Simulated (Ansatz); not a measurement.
For 2H MoS₂, PBE-D3(BJ) in Ansatz (plane waves, PAW) gives:

- lattice constant a: 3.149 Å
- lattice parameter c: 12.090 Å

Task: What does r²SCAN+rVV10 (plane waves, PAW; Ansatz, a quantum-chemistry and plane-wave program) give for the same quantities?

Result: 
- lattice constant a: 3.173 Å (rises by 0.8 %)
- lattice parameter c: 12.438 Å (grows by 2.9 %)

For comparison: lattice constant a 3.16 Å (measured, 300 K, not corrected to a static lattice; as tabulated in arXiv:1605.07067); lattice parameter c 12.294 Å (measured, 300 K, not corrected to a static lattice; as tabulated in arXiv:1605.07067).

Changes are worked out from the printed values.

Unless a cell is named, each level is at its own relaxed cell (PBE-D3(BJ) 17.31, r²SCAN+rVV10 18.07 Å³/atom).

Ansatz's density-functional and Hartree–Fock values are scalar-relativistic unless marked +SOC, with PAW data made under PBE.
